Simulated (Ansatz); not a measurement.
Reaction (SMILES): OCl (OH-Cl) → Cl[O] (O-Cl) + H atom
B3LYP-D3(BJ)/def2-TZVP geometries, fixed; electronic energies without zero-point terms.

The bond dissociation energy at CCSD(T) with Ansatz (a quantum-chemistry and plane-wave program), in kcal/mol, split into its Hartree-Fock and correlation parts. Cores are frozen. Open shells are unrestricted. No added dispersion term, no relativity. Functions are those of the species that has most.

```csv
basis,X,functions,Hartree-Fock,CCSD(T)
aug-cc-pV(D+d)Z,2,64,73.44,98.45
aug-cc-pV(T+d)Z,3,124,72.24,100.29
aug-cc-pV(Q+d)Z,4,215,72.15,101.15
```

Worked estimate of the basis-set limit from each neighbouring pair, with Hartree-Fock from the larger set and the correlation part extrapolated as X^-3.
Correlation parts: X = 2: 25.01, X = 3: 28.05, X = 4: 29.00.
- (2,3): (27·(28.05) - 8·(25.01))/19 = 29.33; with Hartree-Fock 72.24 the estimate is 101.57 kcal/mol.
- (3,4): (64·(29.00) - 27·(28.05))/37 = 29.69; with Hartree-Fock 72.15 the estimate is 101.84 kcal/mol.
The last two estimates differ by 0.27 kcal/mol; the largest set lies 0.69 from the last. Over the last step Hartree-Fock moves by -0.09 and the correlation part by 0.95.
